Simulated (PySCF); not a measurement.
Core-level binding energies of `[C+]C#C`

C3H (charge +1 and singlet state).
Atom-mapped SMILES: `[C+:1][C:2]#[CH:3]`

Geometry (PBE0-D3(BJ)/def2-SVP, Å), atoms numbered from 1 in this order:
```xyz
4
C3H angstrom
C      1.805   -0.743   -0.371
C      0.536   -0.373   -0.111
C     -0.634   -0.038    0.122
H     -1.668    0.258    0.327
```

The calculation used PySCF, delta-SCF UKS SCAN, pcX-2 on the ionised atom, pcseg-1 elsewhere, spin-free X2C. These are vertical core ionisation energies against the vacuum level, from separate self-consistent calculations with and without the core hole.

Question: Give the core binding energies atom by atom.

Answer: 
```json
{"atom(s)": "C2", "bonded to": "C (triple bond) and C", "level": "C 1s", "binding energy (eV)": "300.30", "count": "1"}
```

Question: Give the binding energy of C 1s of C2 in hartree and in kJ/mol.

Answer: 300.30 eV = 11.0358 Eh = 28975 kJ/mol.

The list is incomplete; no value stands for C 1s of C1, C3 (hole states with ⟨S²⟩ of 1 or more are left out). The species carries charge +1, so core ionisation leaves charge +2. Isolated species at its PBE0-D3(BJ)/def2-SVP geometry, gas phase.
